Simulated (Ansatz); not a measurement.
Task: the energy of protonation at one site of BH3S2, SMILES SBS, with the Ansatz DFT code, driven from Python. Give the script and its output. Level of theory (for the species named): MP2, 6-31G* basis, multiplicity 1.

Contents of `bh3s2.xyz`:
```text
6

S    -1.39830   -0.34770   -0.85530
B     0.23660   -0.37050   -0.03810
S     0.83310    1.11640    0.92350
H    -0.82400    0.22850   -2.05750
H     0.90840   -1.34580   -0.14570
H     0.28630    0.65500    2.12700
```

`pa_bh3s2.py`:
```python
import ansatz as az
import numpy as np


def main() -> None:
    mol = az.Crystal.molecule_from_extxyz('bh3s2.xyz')

    job = mol.calculation().basis(gaussian='6-31G*').correlation('mp2')
    symbols = [site.symbol for site in mol.cartesian_sites]
    start = np.array([site.position_ang for site in mol.cartesian_sites], dtype=float)
    data = job.relax(force_tolerance=0.01).run().report
    end = np.array(data['positions_ang'])

    away = sum((end[0] - end[j]) / np.linalg.norm(end[0] - end[j]) for j in [1, 3]) + np.array([0.15, 0.1, -0.2])
    proton = end[0] + 1.4 * away / np.linalg.norm(away)
    acid = az.Crystal.molecule()
    for symbol, place in zip(symbols, end):
        acid = acid.atom(symbol, place.tolist())
    acid = acid.atom('H', proton.tolist())
    protonated = (
        acid.calculation()
        .basis(gaussian='6-31G*')
        .correlation('mp2')
        .charge(1)
        .relax(force_tolerance=0.01, max_steps=80)
    )
    after = protonated.run().report
    xyz = np.array(after['positions_ang'])
    reach = np.linalg.norm(xyz[:-1] - xyz[-1], axis=1)
    print(f'base {data["free_energy_ev"]:.5f} eV, protonated {after["free_energy_ev"]:.5f} eV')
    print(f'the proton ends {reach.min():.3f} A from {symbols[reach.argmin()]}{reach.argmin()}')
    print(f'electronic proton affinity {96.485332 * (data["free_energy_ev"] - after["free_energy_ev"]):.1f} kJ/mol')


if __name__ == '__main__':
    main()
```

`python pa_bh3s2.py` gives:
```text
base -22362.97182 eV, protonated -22370.57601 eV
the proton ends 1.346 A from S0
electronic proton affinity 733.7 kJ/mol
```

What to keep in mind:
- Total energies depend on the basis set; only differences at equal settings carry meaning.
- The proton is put on one chosen atom, which needn't be the most basic site, so the molecule's proton affinity can be higher; the ends are stationary points, not checked by frequencies, and zero-point and thermal terms count only where printed.
- Hardware and time: 37 s on 1 thread of Arm Neoverse V1 (shared host), peak memory 0.2 GiB.

(Lines on the test bed's own set-up are left out of the output.)
